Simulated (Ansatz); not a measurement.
# Si₂NH₅: how energies converge with the basis set

How large a basis does Si₂NH₅ need? Two functionals are run in growing sets.

Method: one geometry, several basis sets; program: Ansatz 0.2.0, Gaussian basis.

The runs, in order: PBE0-D4/def2-SVP; ωB97M-V/def2-SVP; PBE0-D4/def2-QZVPP; ωB97M-V/def2-QZVPP; the functionals' def2-TZVPP values are taken from earlier runs.

**1. The geometry**

The geometry comes from an earlier relaxation with PBE0-D4 in a triple-zeta def2 set; it is a stationary point, not always the lowest conformer.

8 atoms, charge 0, spin multiplicity 1.

Atoms are counted from 1 here; the program's logs count them from 0.

Bond lengths: N1–Si2 1.719 Å, N1–Si3 1.747 Å, N1–H4 1.011 Å, Si2–H5 1.538 Å, Si3–H6 1.484 Å, Si3–H7 1.484 Å, Si3–H8 1.489 Å. Angles: Si2–N1–Si3 126.1°, Si2–N1–H4 117.1°, Si3–N1–H4 116.8°, N1–Si2–H5 93.3°, N1–Si3–H6 110.7°, N1–Si3–H7 110.7°, N1–Si3–H8 108.2°, H6–Si3–H7 109.0°, H6–Si3–H8 109.2°, H7–Si3–H8 109.2°.

**2. PBE0-D4 in def2-SVP**

The input, in.yaml:

```yaml
crystal:
  periodic: [false, false, false]
  atoms:
    - {symbol: N, position_ang: [-0.713588, 0.003786, -0.646674]}
    - {symbol: Si, position_ang: [-0.432426, 1.402134, -1.605403]}
    - {symbol: Si, position_ang: [0.274377, -0.546487, 0.685237]}
    - {symbol: H, position_ang: [-1.526092, -0.553569, -0.872471]}
    - {symbol: H, position_ang: [0.839671, 1.787570, -0.830814]}
    - {symbol: H, position_ang: [0.325400, 0.477909, 1.757298]}
    - {symbol: H, position_ang: [1.655823, -0.835443, 0.227706]}
    - {symbol: H, position_ang: [-0.330865, -1.793000, 1.229220]}
basis:
  gaussian: {orbitals: def2-SVP}
hamiltonian: {xc: pbe0, dispersion: d4}
output: {orbitals: {seedname: orbitals}}
```

Launch:

```sh
$ ansatz run in.yaml --threads 2 --pin off --events-out ev --progress --plain --max-ram 4352MiB
```

Further steps of the session: ωB97M-V in def2-SVP; PBE0-D4 in def2-QZVPP; ωB97M-V in def2-QZVPP.

Q: Predict the results of all the runs planned. Wanted: PBE0-D4: double and triple zeta above quadruple; ωB97M-V: double and triple zeta above quadruple.

**Answer**, as computed:

| quantity | value |
| --- | --- |
| PBE0-D4: double and triple zeta above quadruple | 8.06, 0.64 eV |
| ωB97M-V: double and triple zeta above quadruple | 8.13, 0.59 eV |

In words: For PBE0-D4 the step from double to triple zeta gains 7.43 eV and the next only 0.64 eV. These are total energies; as a rule much of such shifts cancels in differences, which this series doesn't test.
